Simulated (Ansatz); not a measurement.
# BH₂+ (singlet): the correlation ladder at distance B1–H2 = 0.961 Å, aug-cc-pVTZ

An exercise on one series of results from a longer session: the logs are not shown, and one member is left open.

Computed with Ansatz 0.2.0, Gaussian basis. Level: aug-cc-pVTZ, core rule «outside noble gas», up to 1 orbitals frozen.

The runs, in order: UHF; CCSD(T) on RHF; BCCD(T) on RHF; CCSDT(Q) on RHF; CASSCF and NEVPT2, 4 electrons in 6 orbitals; Full CI.

18 further runs of the same task are left out: 11 that didn't finish, 7 set aside as unsound or not needed.

## The system

The geometry derives from a PBE0/def2-TZVP stationary point (not a proven minimum). One bond is set to the value named and the two fragments are kept rigid.

3 atoms, charge 1, spin multiplicity 1.

Atoms are counted from 1 here; the program's logs count them from 0.

Bond lengths: B1–H2 0.961 Å, B1–H3 1.179 Å. Angles: H2–B1–H3 180.0°.

Set-up of the first run:

The input, in.yaml:

```yaml
crystal:
  periodic: [false, false, false]
  atoms:
    - {symbol: B, position_ang: [0.000000, 0.000000, -0.072727]}
    - {symbol: H, position_ang: [0.000000, 0.000000, -1.033727]}
    - {symbol: H, position_ang: [0.000000, 0.000000, 1.106454]}
basis:
  gaussian: {orbitals: aug-cc-pVTZ}
total_charge: 1
magnetization: {spin_polarized: true, initial_magnetization: 0}
hamiltonian: {xc: hf}
output: {orbitals: {seedname: orbitals}}
```

Run with:

```
> ansatz run in.yaml --threads 1 --pin off --events-out ev --progress --plain --max-ram 2393MiB
```

Steps of the session up to this table: UHF; CCSD(T) on RHF; BCCD(T) on RHF; CCSDT(Q) on RHF; CASSCF and NEVPT2, 4 electrons in 6 orbitals; Full CI.

One table of the session follows, with a row left open; its other results are not shown here.

It belongs to the step «Misses and costs». 

```
        method  from FCI (kcal/mol)
           RHF               +53.97
          RMP2               +10.81
         RCCSD                +0.67
      RCCSD(T)                +0.14
       BCCD(T)                +0.14
        RCCSDT                +0.01
     RCCSDT(Q)                 0.00
CASSCF valence               +26.33
NEVPT2 valence                    ?
           FCI                    0
```

**Question.** Estimate the row for NEVPT2 valence.

**Answer.** from FCI (kcal/mol): +9.02. In the column «from FCI (kcal/mol)» it lies between RCCSD (+0.67) and RMP2 (+10.81).
